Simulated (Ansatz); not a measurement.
The same path of C₂H₄FNO (9 atoms, charge 0, multiplicity 1) was run twice with different band settings. Lost on the way: O1–H6, C2–H8. Made: O1–H8, N3–H6.

Theory: RKS PBE0/STO-3G in Ansatz 0.2.0.

Relaxed end points:

```xyz
9
Properties=species:S:1:pos:R:3
O -0.124 0.212 1.956
C -0.573 0.132 0.587
N 0.564 0.511 -0.357
C 0.737 -0.340 -1.331
F 0.004 -1.466 -1.563
H 0.280 1.148 1.976
H -1.410 0.837 0.364
H -0.933 -0.906 0.425
H 1.546 -0.173 -2.073
```

```xyz
9
Properties=species:S:1:pos:R:3
O -0.859 0.561 1.789
C -0.626 -0.189 0.605
N 0.533 0.135 -0.046
C 0.855 0.116 -1.417
F -0.016 -0.612 -2.186
H 1.248 0.605 0.559
H -1.464 -0.525 -0.023
H -1.511 -0.036 2.293
H 1.929 -0.102 -1.591
```

Common settings: movable images 7; climbing image yes; spring 5.0 eV/Å²; optimiser quadratic models (default); start path through a guess of the saddle point; iteration limit 60; end points relaxed.

| run | force threshold |
| --- | --- |
| 1 | 0.05 eV/Å |
| 2 | 0.5 eV/Å |

**Question.** What does each run give, and how far can it be trusted?

**Answer.** Run 1: converged after 33 iterations, highest image 3.801 eV above the first end. The profile has 2 maxima (images 1, 5) with wells between them (image 2): this band takes more than one step, which may be the mechanism or a detour left from its start path. Neighbouring images differ by up to 3.6 eV, so the band resolves the path poorly. A vibrational analysis at the climbing image gives one clearly imaginary mode, 1085i cm⁻¹: a first-order saddle point.
Run 2: converged after 12 iterations, highest image 3.442 eV above the first end. The threshold of 0.5 eV/Å is loose, so the images may lie well off the minimum-energy path. Neighbouring images differ by up to 3.1 eV, so the band resolves the path poorly. The order of the stationary point at the top wasn't checked.
The orbitals stay closed-shell, which can raise the energy where a bond breaks towards radicals; this wasn't checked here. Limits of this set-up: minimal basis.
